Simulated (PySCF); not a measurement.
**How good is the calculation?**

Atoms are numbered as in `[F:1][C:2]([F:3])([F:4])[F:5]`.

The experiment to reproduce: σ ¹⁹F F1/F3/F4/F5 258.6 ppm (measured; gas, 300 K; M. E. Harding, PhD thesis, Mainz 2008 (Harding, Lenhart, Auer, Gauss, JCP 2008, 128, 244111)).
σ ¹³C C2 64.4 ppm (measured; gas, 300 K; A. A. Auer, PhD thesis, Mainz 2002 (Auer, Gauss, Stanton, JCP 2003, 118, 10407)).

Calculated, not measured (PySCF 2.14.0 with density-fitted response routines): GFN2-xTB geometry, shielding tensors at PBE0/pcSseg-1 (GIAO). Non-relativistic, one averaged value for each set of equivalent atoms, one conformer, gas phase.

**Question.** Set the calculated values beside the experiment.

**Answer.** 
Reference values: measured (gas, 300 K; M. E. Harding, PhD thesis, Mainz 2008 (Harding, Lenhart, Auer, Gauss, JCP 2008, 128, 244111)).
```json
{"atoms": "F1/F3/F4/F5", "quantity": "σ ¹⁹F", "reference": "258.6", "computed": "250.8"}
```

Reference values: measured (gas, 300 K; A. A. Auer, PhD thesis, Mainz 2002 (Auer, Gauss, Stanton, JCP 2003, 118, 10407)).
```csv
atoms,quantity,reference,computed
C2,σ ¹³C,64.4,57.6
```

Absolute shieldings are compared as such; zero-point and thermal motion, absent here, lowers them by some tenths of a ppm for H, a few ppm for C and up to about 10 ppm for F.

2 of the 19 published NMR values on file for this molecule are compared. The rest: values from further sources, other calculations.
